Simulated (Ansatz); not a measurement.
Worked example: correlation energy of HB–Ga–Cl, quintet

Geometry: that of the HB–Ga–Cl, triplet, kept fixed. The triplet lies 5.8 eV lower here.

```yaml
atoms:
  - { symbol: B, position_ang: [0.0000, -0.3428, 2.2964] }
  - { symbol: Ga, position_ang: [0.0000, 0.0981, 0.4394] }
  - { symbol: Cl, position_ang: [0.0000, -0.0891, -1.6618] }
  - { symbol: H, position_ang: [0.0000, 0.0237, 3.4216] }
```

Basis cc-pVDZ; Ansatz 0.2.0. Correlated methods freeze the noble-gas cores and the filled d shells of p-block atoms, which leaves 14 electrons in 44 orbitals. R marks a restricted (for open shells ROHF) determinant, U an unrestricted one. No spin–orbit coupling is included, and no scalar relativity.

Full CI isn't at hand for all of this; UCCSDT(Q) serves as the reference, and is uncertain by the last step of the cluster series or more.

UCCSD has a T1 diagnostic of 0.039 and a largest doubles amplitude of 0.04.

Runs differ by some tens of microhartree through their thresholds and, for an open shell, their frozen cores, so steps under 0.03 kcal/mol mean nothing.

Here the R and U totals at CCSDT(Q) differ by 0.32 kcal/mol, a measure of how far such totals hang on the determinant and its frozen core.

```
    level  total energy (hartree)
      UHF            -2407.753623
     UMP2            -2407.974592
    UCCSD            -2408.010340
 UCCSD(T)            -2408.018047
   UCCSDT            -2408.019748
UCCSDT(Q)            -2408.020473
```

Q: What is the correlation energy at UCCSDT(Q), and what share of it do UMP2 and UCCSD recover?

A: E(corr) = -2408.020473 − (-2407.753623) = -0.266850 hartree = -7.261 eV. UMP2: -0.220969 / -0.266850 = 82.81 %. UCCSD: -0.256717 / -0.266850 = 96.20 %.

Q: By how many kcal/mol does UCCSD(T) miss UCCSDT(Q) (1 hartree = 627.509 kcal/mol), and which steps make up the rest?

A: -2408.018047 − (-2408.020473) = 0.002426 hartree = 1.52 kcal/mol. Steps: UCCSDT − UCCSD(T) = -1.07, UCCSDT(Q) − UCCSDT = -0.45 kcal/mol. Differences between like states or geometries often cancel part of this.
